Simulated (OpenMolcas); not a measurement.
**Predicting the next basis: MP2 on HNC (hydrogen isocyanide)**

HNC has 3 atoms, charge 0, and is taken as a singlet. As SMILES, `[C-]#[NH+]`. The coordinates come from a PBE0-D4/def2-TZVP relaxation.

MP2 correlation energies, 2 core orbitals frozen (OpenMolcas 26.06):

```
  basis  X  correlation energy (Eh)
cc-pVDZ  2                -0.270797
cc-pVTZ  3                -0.331955
cc-pVQZ  4                        ?
```

**Question.** Take E(X) = E∞ + A/X³, fix the two constants on the known rows and predict the third.

**Answer.** 
1. A = (-0.270797 − (-0.331955))/(1/8 − 1/27) = 0.69527 Eh.
2. E∞ = -0.331955 − 0.69527/27 = -0.357706 Eh.
3. X = 4: -0.357706 + 0.69527/64 = -0.346842 Eh.

The run gave -0.354206 Eh, so the prediction is off by +7.4 mEh, 33 % of the last step. The small sets lie short of the range where X⁻³ holds, so the true step is larger than predicted.
